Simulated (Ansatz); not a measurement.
# One shape, several levels: CHFO (formyl fluoride)

We compute a comparison of 6 runs (BHLYP/STO-3G, UPBE0/STO-3G, r2SCAN0/STO-3G, CCSDTQ/STO-3G, CCSD/STO-3G, CCSD(T)/STO-3G) of CHFO (formyl fluoride). 

The calculation is run with Ansatz 0.2.0.

62 further runs of the same task are left out: 2 that didn't finish, 60 set aside as unsound or not needed.

## Step 1: Starting point

The species is CHFO (4 atoms), meant as a singlet with charge 0. As SMILES, `O=CF`. The H4–C2 distance was set to 2.742 Å, away from the relaxed value. At this shape a bond of the SMILES string is far longer than usual.

Bond lengths: O1–C2 1.174 Å, C2–F3 1.336 Å. Angles: O1–C2–F3 122.9°.

## Step 2: The energy at BHLYP/STO-3G (run 1)

File job.yaml:

```yaml
basis:
  gaussian: {orbitals: STO-3G}
crystal:
  periodic: [false, false, false]
  atoms:
    - symbol: O
      position_ang: [-1.484734, -0.932189, 1.861467]
    - symbol: C
      position_ang: [-0.641794, -1.065849, 1.055347]
    - symbol: F
      position_ang: [-0.010194, -2.225179, 0.851907]
    - symbol: H
      position_ang: [0.350540, 0.823120, -0.667550]
hamiltonian: {xc: {name: BHLYP}}
accuracy: high
```

Launch:

```
ansatz run job.yaml --threads 1 --pin off --max-ram 3480MiB --events-out events.jsonl --progress --plain --runs-dir runs
```

The program printed:

```text
Warning: RAYON_NUM_THREADS=1 ignored (pool sized by the plan → 1); use --threads N
Functional definition: BHLYP
  name "BHLYP"
  parameter a = 0.5
  exchange = (1 - a)*b88_x + a*exact_x
  correlation = lyp_c
273 factors; integrals over basis functions are off by at most 4.2e-8 eV
mean field evaluation 1: about -5717.5766 eV, gradient 3.5e1 eV
mean field evaluation 2: about -5712.2478 eV, gradient 4.3e1 eV
mean field evaluation 4: about -5724.3757 eV, gradient 1.3e1 eV
mean field evaluation 8: about -5725.7364 eV, gradient 2.6e-1 eV
mean field evaluation 16: about -5725.7368 eV, gradient 2.1e-5 eV
mean field -5725.73675947 eV, -210.4169448669 hartree, gradient 3.4e-8 eV, S^2 0.000000; 0 other end points of the search recorded, 0 dependent functions left out
reference -5725.73677355 eV, -210.4169453842 hartree; 12, 12 occupied and 4, 4 virtual orbitals, 273 factors
Total energy: -5725.73677355 eV, -210.4169453842 hartree
```

It took 1.1 s on 1 thread of Intel Xeon Platinum 8259CL at 2.50GHz (Skylake/Cascade Lake), shared host; peak memory 0.1 GiB.

## Step 3: The energy at UPBE0/STO-3G (run 2)

File input.yaml:

```yaml
basis:
  gaussian:
    orbitals: STO-3G
crystal:
  periodic: [false, false, false]
  atoms:
    - {symbol: O, position_ang: [-1.484734, -0.932189, 1.861467]}
    - {symbol: C, position_ang: [-0.641794, -1.065849, 1.055347]}
    - {symbol: F, position_ang: [-0.010194, -2.225179, 0.851907]}
    - {symbol: H, position_ang: [0.350540, 0.823120, -0.667550]}
magnetization:
  spin_polarized: true
  initial_magnetization: 0
hamiltonian:
  xc: {name: PBE0}
accuracy: high
```

Launch:

```
ansatz run input.yaml --threads 1 --pin off --max-ram 3480MiB --events-out events.jsonl --progress --plain --runs-dir runs
```

The program printed:

```text
Warning: RAYON_NUM_THREADS=1 ignored (pool sized by the plan → 1); use --threads N
Functional definition: PBE0
  name "PBE0"
  parameter a = 0.25
  parameter kappa = 0.804
  parameter beta = 0.06672455060314922
  exchange = (1 - a)*pbe_x(kappa = kappa, mu = beta*pi^2/3) + a*exact_x
  correlation = pbe_c(beta = beta)
273 factors; integrals over basis functions are off by at most 4.2e-8 eV
mean field evaluation 1: about -5715.3340 eV, gradient 2.2e1 eV
mean field evaluation 2: about -5706.6360 eV, gradient 3.7e1 eV
mean field evaluation 4: about -5715.8046 eV, gradient 1.3e1 eV
mean field evaluation 8: about -5721.8411 eV, gradient 1.1e1 eV
mean field evaluation 16: about -5723.7636 eV, gradient 2.8e-8 eV
mean field evaluation 32: about -5725.4328 eV, gradient 3.9e0 eV
mean field -5725.54994714 eV, -210.4100796402 hartree, gradient 9.2e-9 eV, S^2 0.967871; 3 other end points of the search recorded, 0 dependent functions left out
reference -5725.54994816 eV, -210.4100796777 hartree; 12, 12 occupied and 4, 4 virtual orbitals, 273 factors
Total energy: -5725.54994816 eV, -210.4100796777 hartree
```

Wall time 3.9 s (1 thread of Intel Xeon Platinum 8259CL at 2.50GHz (Skylake/Cascade Lake), shared host); peak memory 0.13 GiB.

Run 3 isn't shown in full; the table further down has it.

## Step 4: The energy at CCSDTQ/STO-3G (run 4)

File in.yaml:

```yaml
crystal:
  periodic: [false, false, false]
  atoms:
    - {symbol: O, position_ang: [-1.484734, -0.932189, 1.861467]}
    - {symbol: C, position_ang: [-0.641794, -1.065849, 1.055347]}
    - {symbol: F, position_ang: [-0.010194, -2.225179, 0.851907]}
    - {symbol: H, position_ang: [0.350540, 0.823120, -0.667550]}
basis:
  gaussian:
    orbitals: STO-3G
correlation:
  method: ccsdtq
  frozen_orbitals: {C: 1, F: 1, H: 0, O: 1}
accuracy: high
scf:
  omitted_lower_state_checks: [cluster_reference, increment]
```

Launch:

```
ansatz run in.yaml --threads 1 --pin off --max-ram 3480MiB --events-out events.jsonl --progress --plain --runs-dir runs
```

The program printed:

```text
Warning: RAYON_NUM_THREADS=1 ignored (pool sized by the plan → 1); use --threads N
[... 12 lines left out ...]
3 core orbitals not correlated: weight in the atoms' cores, before any rotation towards them, 1.000 or more for the frozen orbitals, at most 0.000 for the correlated occupied ones
[... 38 lines left out ...]
WARN: these amplitudes may be one of several solutions (largest doubles amplitude 0.78, level shift 11.80 eV)
Total energy: -5709.95056979 eV, -209.8368130962 hartree
Checks for a lower state left out: cluster_reference, increment
```

It took 25 s on 1 thread of Intel Xeon Platinum 8259CL at 2.50GHz (Skylake/Cascade Lake), shared host; peak memory 0.53 GiB.

Run 5 isn't shown in full; the table further down has it.

## Step 5: The energy at CCSD(T)/STO-3G (run 6)

File molecule.yaml:

```yaml
crystal:
  periodic: [false, false, false]
  atoms:
    - {symbol: O, position_ang: [-1.484734, -0.932189, 1.861467]}
    - {symbol: C, position_ang: [-0.641794, -1.065849, 1.055347]}
    - {symbol: F, position_ang: [-0.010194, -2.225179, 0.851907]}
    - {symbol: H, position_ang: [0.350540, 0.823120, -0.667550]}
basis:
  gaussian:
    orbitals: STO-3G
magnetization:
  spin_polarized: false
correlation:
  method: ccsd_t
  frozen_orbitals: {C: 1, F: 1, H: 0, O: 1}
accuracy: high
scf:
  omitted_lower_state_checks: [cluster_reference, increment]
```

Launch:

```
ansatz run molecule.yaml --threads 1 --pin off --max-ram 3480MiB --events-out events.jsonl --progress --plain --runs-dir runs
```

The program printed:

```text
Warning: RAYON_NUM_THREADS=1 ignored (pool sized by the plan → 1); use --threads N
[... 12 lines left out ...]
3 core orbitals not correlated: weight in the atoms' cores, before any rotation towards them, 1.000 or more for the frozen orbitals, at most 0.000 for the correlated occupied ones
[... 32 lines left out ...]
WARN: these amplitudes may be one of several solutions (largest doubles amplitude 0.70, level shift 11.80 eV)
Total energy: -5710.13502687 eV, -209.8435917691 hartree
Checks for a lower state left out: cluster_reference, increment
```

Wall time 0.28 s (1 thread of Intel Xeon Platinum 8259CL at 2.50GHz (Skylake/Cascade Lake), shared host).

## Step 6: All runs side by side

```
run           level  frozen core orbitals  energy (Eh)  wall time
  1    BHLYP/STO-3G                     –  -210.416945      1.1 s
  2    UPBE0/STO-3G                     –  -210.410080      3.9 s
  3  r2SCAN0/STO-3G                     –  -210.440699      2.1 s
  4   CCSDTQ/STO-3G                     3  -209.836813       25 s
  5     CCSD/STO-3G                     3  -209.806090     0.28 s
  6  CCSD(T)/STO-3G                     3  -209.843592     0.28 s
```

## Step 7: Summary of results

| quantity | value |
| --- | --- |
| run 6: total energy | -209.84359 Eh |
| run 6: correlation energy (3 core orbitals frozen) | -351.6 mEh |
| run 6: (T) correction | -37.50 mEh |
| run 6: T1 diagnostic | 0.015 |

**Reading.** Totals of different functionals can't be ranked against each other. In runs 4, 5, 6 the log says that unrestricted orbitals would lower the reference, so the values rest on an unstable closed-shell determinant (other closed-shell runs at this shape may share the fault). In runs 1, 2, 3, 4, 5, 6 the basis is minimal, so the values are rough. In runs 1, 3, 5, 6 a closed-shell determinant meets a far-stretched bond, which it describes badly. Spin contamination of the reference: run 2 ⟨S²⟩ = 0.97. Where it is this large, the reference is a mixture of spin states, and values that rest on it are in doubt. All runs together took 32 s, the longest 25 s.
